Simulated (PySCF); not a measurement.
# C2H6O: the cost of one run

The runs use PySCF 2.14.0, with density-fitted response routines of our own; the level of theory stands in each step. All values are computed, except where a source is named. Atoms count from 0, in the outputs and in this text.

### Step 1. The starting structure

9 atoms, charge 0, multiplicity 1; geometry from: MMFF94s.

Bonds of the start (Å): C0–O1 1.42, O1–C2 1.42, C0–H3 1.09, C0–H4 1.09, C0–H5 1.09, C2–H6 1.09, C2–H7 1.09, C2–H8 1.09.

### Step 2. Geometry optimisation at PBE0-D3(BJ)/def2-SVP

Job settings and geometry (Å):

```
{"job": {"xc": "PBE0", "basis": "def2-SVP", "d3": "d3bj", "grid": 1, "kind": "geom"}, "charge": 0, "multiplicity": 1}
C      1.171825     0.054681    -0.031818
O     -0.036354     0.259661    -0.751534
C     -1.175419    -0.029014     0.047779
H      1.257706    -0.989858     0.282963
H      1.215748     0.715734     0.839161
H      2.010657     0.290637    -0.692101
H     -1.165277    -1.076253     0.365131
H     -2.071657     0.145072    -0.553668
H     -1.207231     0.629341     0.921325
```

The run is started by

```console
$ OMP_NUM_THREADS=1 python probes_run.py task.json out
```

One launch serves the whole session: the jobs run in the order shown.

**Question.** How long does this first job take on 1 thread of Arm Neoverse N1, shared host, and how much memory does it need?

About 13 s, with a peak of 0.31 GiB.
